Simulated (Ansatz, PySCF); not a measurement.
System: COS, charge 0, singlet. COS (sulfanylidenemethanone, SMILES O=C=S).
B3LYP-D3(BJ)/def2-TZVP minimum from Ansatz (a quantum-chemistry and plane-wave program):
```
C
O 1 1.1555
S 1 1.5622 2 180.00
```
Charge 0, spin multiplicity 1.

Atomisation energy term by term, kcal/mol (programs: Ansatz). Open shells are spin-unrestricted; no spin-orbit coupling. Cores are frozen in correlated methods. Rows without X2C or -DK are non-relativistic. CBS(X,Y): correlation extrapolated as X^-3, Hartree-Fock from the larger set (Q,5: extrapolated as (X+1)exp(-9√X)). A bracket is a step between two methods taken in the basis named. '+ core + X2C': CCSD(T) terms for core correlation (cc-pwCVTZ, 1s frozen past Ne) and scalar relativity (cc-pVTZ-DK).

| term | basis | kcal/mol |
|---|---|---|
| Hartree-Fock | CBS(cc-pV(Q+d)Z,cc-pV(5+d)Z) | 207.41 |
| CCSD correlation | CBS(cc-pV(Q+d)Z,cc-pV(5+d)Z) | 112.03 |
| (T) | CBS(cc-pV(Q+d)Z,cc-pV(5+d)Z) | 14.66 |
| CCSDT(Q) - CCSD(T) | cc-pV(T+d)Z | 0.57 |
| CCSDTQ - CCSDT(Q) | cc-pV(D+d)Z | -0.18 |
| core correlation | cc-pwCVTZ | 1.79 |
| scalar relativity | X2C, cc-pVTZ-DK | -0.52 |
| minus zero-point energy | Hessian by PySCF at B3LYP-D3(BJ)/def2-TZVP | -5.80 |
| sum: D0 |  | 329.9 |

The step beyond CCSD(T) by other levels: CCSDTQ in cc-pV(D+d)Z 0.88; CCSDT(Q) in cc-pV(D+d)Z 1.06 kcal/mol.
